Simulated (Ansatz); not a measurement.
Relaxation of CH₅ClSi (8 atoms, charge 0, multiplicity 1), to a largest force component of 0.03 eV/Å in at most 50 steps.

Computed with Ansatz, RKS B3LYP-D4/def2-SVP.

```xyz
8
Properties=species:S:1:pos:R:3
Si 0.202 0.022 -0.006
Cl 0.693 0.069 2.039
H 1.602 0.019 -0.407
C -0.799 1.511 -0.553
H -1.860 1.243 -0.690
H -0.735 2.325 0.186
H -0.412 1.888 -1.516
H -0.499 -1.257 -0.329
```

Task: Where does it end, and by what steps?

Result: The run converged. After 7 steps the energy has fallen by 0.217 eV; H5 moved furthest, 0.51 Å.

```
step  energy less start (eV)  largest force component (eV/Å)  accepted
   0                  0.0000                           0.964       yes
   1                 -0.1540                           0.408       yes
   2                 -0.1620                           0.464       yes
   3                 -0.1759                           0.082       yes
   4                 -0.2017                           0.208       yes
   5                 -0.2049                           0.441       yes
   6                 -0.2160                           0.114       yes
   7                 -0.2168                           0.009       yes
```

```xyz
8
Properties=species:S:1:pos:R:3
Si 0.265 0.039 0.019
Cl 0.226 -0.084 2.103
H 1.684 0.191 -0.402
C -0.767 1.501 -0.533
H -1.812 1.390 -0.202
H -0.370 2.437 -0.110
H -0.758 1.586 -1.632
H -0.275 -1.240 -0.519
```

Whether the end is a true minimum wasn't checked by a vibrational analysis.

Time of the run: 24 s on 1 thread of Arm Neoverse V2 (shared host), peak memory 0.14 GiB.
